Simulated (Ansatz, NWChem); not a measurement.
C4H6S (2,3-dihydrothiophene): a line through the functionals

C4H6S: 11 atoms, total charge 0, spin state singlet. As SMILES, `C1=CSCC1`. Geometry: relaxed at PBE0-D4/def2-TZVP. This is one conformer, not always the lowest.

The HOMO–LUMO gap y, in eV, basis def2-SVP; a is the functional's share of exact exchange. Programs: Ansatz 0.2.0, NWChem 7.3.0.

| functional | program | a | y (eV) |
| --- | --- | --- | --- |
| TPSS | NWChem | 0 | 4.34 |
| revPBE | Ansatz | 0 | 4.13 |
| B3LYP | Ansatz | 0.2 | 5.77 |
| PBE0 | Ansatz | 0.25 | ? |
| r2SCAN0 | Ansatz | 0.25 | 6.41 |
| BHLYP | Ansatz | 0.5 | 8.31 |

**Question.** Fit y = c + s·a to the known rows and predict PBE0.

**Answer.** 
1. Means of the 5 rows: a = 0.1900, y = 5.792.
2. Σ(Δa)² = 0.172, Σ(Δa·Δy) = 1.4091, so the slope is 1.4091/0.172 = 8.1924.
3. Intercept: 5.792 − (8.1924) × 0.1900 = 4.235. The largest residual of the fit is 0.13.
4. PBE0: 4.235 + (8.1924) × 0.25 = 6.28 eV.

The run gave 6.18 eV, so the prediction is off by +0.10 eV, within the scatter of the fit. Exact exchange lowers occupied levels and raises empty ones. The rows mix families of semi-local functionals, which the line can't see.
